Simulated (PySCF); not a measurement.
**Orbital picture of MgSi**

PBE at R = 2.608 Å; PySCF, no relativity, basis sets Mg pcseg-1, Si pcseg-1. State: ³Σ⁻ (triplet), unpaired electrons π ↑↑. Only the outer orbitals are listed, counted within each symmetry.

```json
{"spin": "α", "orbital": "6σ", "occ.": "1", "ε (eV)": "-47.82", "on Mg (%)": "100", "main shells (%)": "100 Mg p"}
{"spin": "α", "orbital": "2π", "occ.": "1", "ε (eV)": "-47.81", "on Mg (%)": "100", "main shells (%)": "100 Mg p"}
{"spin": "α", "orbital": "2π", "occ.": "1", "ε (eV)": "-47.81", "on Mg (%)": "100", "main shells (%)": "100 Mg p"}
{"spin": "α", "orbital": "7σ", "occ.": "1", "ε (eV)": "-10.72", "on Mg (%)": "8", "main shells (%)": "91 Si s"}
{"spin": "α", "orbital": "8σ", "occ.": "1", "ε (eV)": "-5.70", "on Mg (%)": "58", "main shells (%)": "57 Mg s, 35 Si p"}
{"spin": "α", "orbital": "3π", "occ.": "1", "ε (eV)": "-4.15", "on Mg (%)": "7", "main shells (%)": "93 Si p"}
{"spin": "α", "orbital": "3π", "occ.": "1", "ε (eV)": "-4.15", "on Mg (%)": "7", "main shells (%)": "93 Si p"}
{"spin": "α", "orbital": "9σ", "occ.": "0", "ε (eV)": "-3.40", "on Mg (%)": "63", "main shells (%)": "41 Mg s, 39 Si p, 22 Mg p"}
{"spin": "α", "orbital": "4π", "occ.": "0", "ε (eV)": "-0.18", "on Mg (%)": "91", "main shells (%)": "90 Mg p, 9 Si p"}
{"spin": "α", "orbital": "4π", "occ.": "0", "ε (eV)": "-0.18", "on Mg (%)": "91", "main shells (%)": "90 Mg p, 9 Si p"}
{"spin": "β", "orbital": "6σ", "occ.": "1", "ε (eV)": "-47.84", "on Mg (%)": "100", "main shells (%)": "100 Mg p"}
{"spin": "β", "orbital": "2π", "occ.": "1", "ε (eV)": "-47.82", "on Mg (%)": "100", "main shells (%)": "100 Mg p"}
{"spin": "β", "orbital": "2π", "occ.": "1", "ε (eV)": "-47.82", "on Mg (%)": "100", "main shells (%)": "100 Mg p"}
{"spin": "β", "orbital": "7σ", "occ.": "1", "ε (eV)": "-9.31", "on Mg (%)": "14", "main shells (%)": "84 Si s, 10 Mg s"}
{"spin": "β", "orbital": "8σ", "occ.": "1", "ε (eV)": "-5.33", "on Mg (%)": "74", "main shells (%)": "73 Mg s, 17 Si p, 10 Si s"}
{"spin": "β", "orbital": "9σ", "occ.": "0", "ε (eV)": "-3.13", "on Mg (%)": "47", "main shells (%)": "54 Si p, 28 Mg p, 19 Mg s"}
{"spin": "β", "orbital": "3π", "occ.": "0", "ε (eV)": "-2.58", "on Mg (%)": "19", "main shells (%)": "81 Si p, 19 Mg p"}
{"spin": "β", "orbital": "3π", "occ.": "0", "ε (eV)": "-2.58", "on Mg (%)": "19", "main shells (%)": "81 Si p, 19 Mg p"}
```

Which are the highest filled and the lowest empty level, where do they sit, and how wide is the gap?

Highest filled α 3π at -4.15 eV (in %: 93 Si p); lowest empty α 9σ at -3.40 eV (in %: 41 Mg s, 39 Si p, 22 Mg p); the gap at PBE is 0.75 eV.

- bond order (Mayer): 1.10
- ⟨S²⟩: 2.062
- charge on Mg (Mulliken, basis-dependent): 0.33
- charge on Mg (Löwdin, basis-dependent): 0.45
- dipole moment (positive dipole means Mg(−)Si(+)): -4.24 D
- polarisability along the bond: 142.7 bohr³
- polarisability across the bond: 56.4 bohr³

The state is the lowest determinant that a PBE0 search found; another state may lie lower at other levels.
